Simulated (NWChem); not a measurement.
**fluorine (F₂) in NWChem**

SMILES: FF
```xyz
2

F      0.0000     0.0000     0.6882
F      0.0000     0.0000    -0.6882
```
Charge 0, spin multiplicity 1.

The numbers come from NWChem runs, not from measurements. Structure: optimised with PBE0/def2-SVP, a minimum by its harmonic frequencies.

The field's frequency is 0.0428 Ha (1065 nm).

Q: Give the polarisability tensor in bohr³ at HF/Sadlej pVTZ, in the frame of the coordinates, and its isotropic mean.

A: 
```
 5.54   0.00   0.00
 0.00   5.54   0.00
 0.00   0.00  13.62
```
Mean (one third of the trace): 8.23 bohr³.
